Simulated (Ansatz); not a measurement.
bcc Mo was calculated with revPBE (Ansatz, a quantum-chemistry and plane-wave program, PAW).

Settings: plane-wave cutoff 520 eV, 28×28×28 k mesh, Fermi–Dirac smearing 0.081 eV (set by the program), no spin polarisation, scalar-relativistic PAW data made under PBE.

Computed at the level's own relaxed cell.

Hill averages of the elastic tensor: K = 251.9 GPa, G = 114.2 GPa. Volume 15.942 Å³/atom, mean atomic mass 95.940 u.

Work out the density, the sound velocities of a polycrystal and the elastic Debye temperature, and Pugh's ratio at this level.

ρ = 1.66054 × 95.940/15.942 = 9.993 g/cm³. v_l = √[(K + 4G/3)/ρ] = 6.360 km/s and v_t = √(G/ρ) = 3.381 km/s. The mean follows from 3/v_m³ = 1/v_l³ + 2/v_t³: v_m = 3.778 km/s. Θ_D = (ħ/k_B) v_m (6π²/V)^(1/3) = 76.38 K Å s/km × 3.778 × 1.5487 Å⁻¹ = 447 K, counting all atoms of the cell. K/G = 2.21, to be set beside Pugh's rough bound of 1.75 between brittle and ductile metals.

Note: shear constants of such metals converge slowly with the k mesh.
